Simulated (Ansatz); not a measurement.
Conformers of C3H6F2O, SMILES `CC(O)(F)CF`, each relaxed with PBE0-D4/def2-TZVP in Ansatz. CBS adds the triple-zeta coupled-cluster correction to the MP2 limit.

Not all of them had a frequency check.

Conformer A:

Z-matrix (Å, degrees):
```
C
C 1 1.505
H 1 1.090 2 110.4
H 1 1.090 2 108.6 3 -119.3
H 1 1.091 2 110.4 3 121.3
O 2 1.373 1 109.4 3 60.1
F 2 1.396 1 108.1 3 178.4
C 2 1.519 1 112.7 3 -64.3
H 6 0.965 2 107.8 1 -170.3
F 8 1.382 2 109.1 1 170.5
H 8 1.092 2 110.6 1 -70.3
H 8 1.093 2 110.0 1 52.0
```

Conformer B:

Cartesian coordinates in Å:
```
C -0.869 -0.394 -0.857
C -0.093 -0.108 0.405
O -0.676 0.849 1.210
F -0.009 -1.302 1.114
C 1.322 0.383 0.166
F 1.998 -0.491 -0.651
H -0.986 0.519 -1.441
H -0.349 -1.140 -1.457
H -1.856 -0.784 -0.598
H -1.614 0.654 1.297
H 1.293 1.364 -0.313
H 1.841 0.448 1.125
```

(1) Which is lowest in electronic energy at CCSD(T)/CBS (frozen core, def2 sets), and by how much? (Best estimate.)

(2) Give the energies relative to A (kJ/mol) with B3LYP-D4/def2-TZVPP, ωB97X-V/def2-TZVPP, r2SCAN/def2-TZVPP, PBE0/def2-TZVPP, HF/def2-QZVPP, MP2/def2-QZVPP, SCS-MP2/def2-QZVPP. (Best estimate.)

Results:

(1) Ansatz gave: A; B lies 5.1 kJ/mol higher.

(2) Ansatz gave: 
| level | B |
| --- | --- |
| B3LYP-D4/def2-TZVPP | 5.2 |
| ωB97X-V/def2-TZVPP | 5.1 |
| r2SCAN/def2-TZVPP | 6.0 |
| PBE0/def2-TZVPP | 5.3 |
| HF/def2-QZVPP | 3.0 |
| MP2/def2-QZVPP | 5.1 |
| SCS-MP2/def2-QZVPP | 4.8 |

B3LYP here is the variant with VWN-RPA as its local correlation; programs differ in this.
